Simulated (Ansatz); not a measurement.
Input file:

```yaml
crystal:
  periodic: [false, false, false]
  atoms:
    - {symbol: P, position_ang: [0.048024, -0.002845, 0.000000]}
    - {symbol: H, position_ang: [0.163974, -0.002845, -1.514668]}
    - {symbol: H, position_ang: [-0.943472, 1.174209, 0.000000]}
    - {symbol: H, position_ang: [-0.860233, -1.081083, 0.000000]}
    - {symbol: H, position_ang: [0.163974, -0.002845, 1.514668]}
basis:
  gaussian: {orbitals: 6-31G}
magnetization: {spin_polarized: false, initial_magnetization: 1}
correlation: {method: ccsd_t, electrons: outside_noble_gas}
```

```sh
$ ansatz run in.yaml --threads 1 --pin off --events-out ev --progress --plain --max-ram 2393MiB
```

Question: Roughly how long does this take on 1 thread of Intel Xeon Platinum 8488C, shared host, and how much host memory?

Answer: 0.3 s wall and 0.09 GiB.

```
268 factors; integrals over basis functions are off by at most 2.6e-4 eV
mean field evaluation 1: about -9329.2794 eV, gradient 7.8e0 eV
mean field evaluation 2: about -9329.2832 eV, gradient 7.8e0 eV
mean field evaluation 4: about -9329.5988 eV, gradient 2.7e-1 eV
mean field evaluation 8: about -9329.5993 eV, gradient 9.4e-7 eV
mean field evaluation 16: about -9329.5993 eV, gradient 1.9e-6 eV
mean field -9329.59934237 eV, -342.8564520024 hartree, gradient 1.9e-6 eV, S^2 0.750000; 0 other end points of the search recorded, 0 dependent functions left out
5 core orbitals not correlated: weight in the atoms' cores, before any rotation towards them, 1.000 or more for the frozen orbitals, at most 0.000 for the correlated occupied ones
reference -9329.59934237 eV, -342.8564520024 hartree; 5, 4 occupied and 11, 12 virtual orbitals, 268 factors
second order -2.00330081 eV of doubles, -0.10086622 eV of singles
cycle   1  -2.59284449 eV  change   -4.8e-1 eV  update   5.9e-2
cycle   2  -2.81796049 eV  change   -2.3e-1 eV  update   2.3e-2
cycle   3  -2.82528674 eV  change   -7.3e-3 eV  update   5.1e-3
cycle   4  -2.82694084 eV  change   -1.7e-3 eV  update   1.9e-3
cycle   5  -2.82625364 eV  change    6.9e-4 eV  update   6.2e-4
cycle   6  -2.82632747 eV  change   -7.4e-5 eV  update   2.5e-4
cycle   7  -2.82642273 eV  change   -9.5e-5 eV  update   9.0e-5
cycle   8  -2.82636187 eV  change    6.1e-5 eV  update   3.1e-5
cycle   9  -2.82636982 eV  change   -7.9e-6 eV  update   1.3e-5
cycle  10  -2.82637229 eV  change   -2.5e-6 eV  update   5.1e-6
perturbative correction -0.03391158 eV, -0.0012462277 hartree
Total energy: -9332.45962624 eV, -342.9615654959 hartree
```

For the same geometry and basis full CI lies 13.1 meV lower.
